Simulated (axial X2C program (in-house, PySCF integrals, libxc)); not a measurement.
# Linear HBF at several levels

One table from this session's results is given with a row withheld; the runs are named, their logs left out.

Program: an in-house X2C program for linear molecules on PySCF integrals. Level of theory: all-electron X2C, two-component (2c) or spin-free, H dyall-v3z, B dyall-v3z, F dyall-av3z. These are calculated values, not measurements.

All values are calculated.

2 further runs of the same task are left out: 2 set aside as unsound or not needed.

Set-up of the first run:

Input file task.json:

```json
{
 "zs": [
  1,
  5,
  9
 ],
 "q": 0,
 "bas": [
  "dyall-v3z",
  "dyall-v3z",
  "dyall-av3z"
 ],
 "r0": [
  1.17,
  1.49
 ],
 "symm": 0,
 "scan": [
  "PBE0",
  "HF",
  "B3LYP"
 ],
 "levels": [
  "PBE0",
  "HF",
  "PBE"
 ],
 "nst": 2
}
```

Keys: zs atomic numbers; q charge; bas basis sets; r0 starting distance in Å; symm equal bonds; scan levels of the two-bond scan (MP2 follows by itself at each HF point); levels methods; nst determinants followed.

Run with:

```console
> python solin.py task.json out
```

Masses H 1.008, B 11.009, F 18.998 u.

Steps of the session up to this table: Scan at PBE0, 2c; Scan at HF, 2c; Scan at B3LYP, 2c.

One table of the session follows, with a row left open; its other results are not shown here.

```
           level  r(H–B) (Å)  r(B–F) (Å)  lower stretch (cm⁻¹)  upper stretch (cm⁻¹)
        PBE0, 2c           ?           ?                     ?                     ?
          HF, 2c       1.159       1.289                1369.2                2974.4
       B3LYP, 2c       1.161       1.299                1319.7                2904.6
         MP2, 2c       1.160       1.306                1314.8                2966.0
 PBE0, spin-free       1.167       1.297                1333.2                2897.7
   HF, spin-free       1.159       1.289                1368.9                2974.4
B3LYP, spin-free       1.161       1.300                1319.4                2904.5
  MP2, spin-free       1.160       1.306                1314.5                2966.0
```

Q: Estimate the row for PBE0, 2c from the others.

The run gave: r(H–B) (Å): 1.167; r(B–F) (Å): 1.297; lower stretch (cm⁻¹): 1333.6; upper stretch (cm⁻¹): 2897.7.

Scans not shown above were run alike.

MP2 freezes inner shells (threshold -2 hartree). The molecule was held linear; bending was not examined, so a bent shape may lie lower. Note: functional without a current term on a determinant with orbital currents, of the molecule or an atom.
